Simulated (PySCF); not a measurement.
The first ionisation energy along group 13

Calculated with PySCF 2.14 from differences of total energies of unrestricted determinants, without spin-orbit coupling. Values in eV. The last column holds reference values (NIST; (s) semi-empirical, (t) theoretical, else measured). Unmarked ones compare directly (S terms, centres of terms, or small fine structure); those marked * lie between the lowest fine-structure levels and include a spin-orbit shift.

| element | configurations | PBE0 | M06-2X | SCS-MP2 (valence) | PBE | CCSDT (valence) | FCI (valence) | reference |
| --- | --- | --- | --- | --- | --- | --- | --- | --- |
| B (aug-cc-pVDZ, non-relativistic) | [He] 2s2 2p1 → [He] 2s2 | 8.663 | 8.349 | 8.127 | 8.693 | 8.104 | 8.104 | 8.297 |
| Ga (aug-cc-pVDZ-PP with ECP10MDF, ECP) | [Ar] 3d10 4s2 4p1 → [Ar] 3d10 4s2 | 5.946 | 5.804 | 5.651 | 5.918 | 5.760 | 5.760 | 5.931 |
| In (aug-cc-pVDZ-PP with ECP28MDF, ECP) | [Kr] 4d10 5s2 5p1 → [Kr] 4d10 5s2 | 5.607 | n/a | 5.313 | 5.580 | 5.414 | 5.414 | 5.603 |
| Tl (aug-cc-pVDZ-PP with ECP60MDF, ECP) | [Xe] 4f14 5d10 6s2 6p1 → [Xe] 4f14 5d10 6s2 | 5.427 | 5.318 | 5.105 | 5.413 | 5.187 | 5.187 | 5.464 |

**Question.** Fill in the row of Al (aug-cc-pV(D+d)Z, non-relativistic) ([Ne] 3s2 3p1 → [Ne] 3s2).

**Answer.** PBE0 6.100; M06-2X 5.763; SCS-MP2 (valence) 5.737; PBE 6.086; CCSDT (valence) 5.892; FCI (valence) 5.892; reference 5.977 (eV).

"Valence" correlates the outer s and p shells and, in groups 3 to 12 and the f block, the outer d or f shell, open or full, or the next shell where the ion has no valence electron left; the wider scheme adds the next inner shell.
